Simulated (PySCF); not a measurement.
A GIAO shielding run with PySCF 2.14.0 with density-fitted response routines (density fitting, non-relativistic, gas phase) on `COC[c+]1cc1`, [C5H7O]+:

```
$ OMP_NUM_THREADS=1 python probes_run.py task.json out

{"job": {"kind": "nmr", "xc": "PBE0", "basis": "pcSseg-1"}, "charge": 1, "multiplicity": 1}
C     -1.896247     0.652008     1.226862
O     -0.535277     0.541826     0.833558
C     -0.338842    -0.201056    -0.320359
C      1.055607    -0.332523    -0.637114
C      2.389183    -0.051330    -0.320989
C      2.107728    -0.790655    -1.428869
H     -1.893407     1.269361     2.121143
H     -2.319971    -0.328391     1.461565
H     -2.495740     1.136319     0.451288
H     -0.845439     0.248222    -1.203309
H     -0.769690    -1.223422    -0.245021
H      3.097188     0.413830     0.331392
H      2.440519    -1.333703    -2.287875
```

Hardware: 1 thread of an Arm Neoverse V2, shared host. The job also computes population analyses, field gradients, ring-centre shieldings.

(1) How large is the calculation?

(2) How long does it take, and how much memory does it need?

## Answers

(1) 44 electrons, 137 basis functions and 706 auxiliary functions.

(2) 13 s of wall time, with 14 SCF cycles and 5 response iterations; peak memory 0.79 GiB. Times on a shared host scatter by some tens of per cent.
